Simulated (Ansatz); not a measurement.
Elastic constant C12 of 1T (CdI2-type) ZrSe2 at several levels of theory

No measured value is used here.

```json
[
 {"level (code)": "LDA (Ansatz)", "value (GPa)": "23.5", "cell (Å³/atom)": "23.43"},
 {"level (code)": "PBE (Ansatz)", "value (GPa)": "18.9", "cell (Å³/atom)": "28.64"},
 {"level (code)": "PBEsol (Ansatz)", "value (GPa)": "22.5", "cell (Å³/atom)": "24.64"}
]
```

LDA: the solid has no gap at this level, which affects its response. LDA: LDA has no dispersion term either, though it tends to give short spacings of layers, chains or molecules. PBE, PBEsol: the cell comes from a level without a dispersion term, which matters for the spacing of layers, chains or molecules. Each level is taken at its own relaxed cell. K meshes differ between the levels. Ansatz's density-functional and Hartree–Fock values are scalar-relativistic unless marked +SOC, with PAW data made under PBE.

Ansatz is a program for electronic structure.
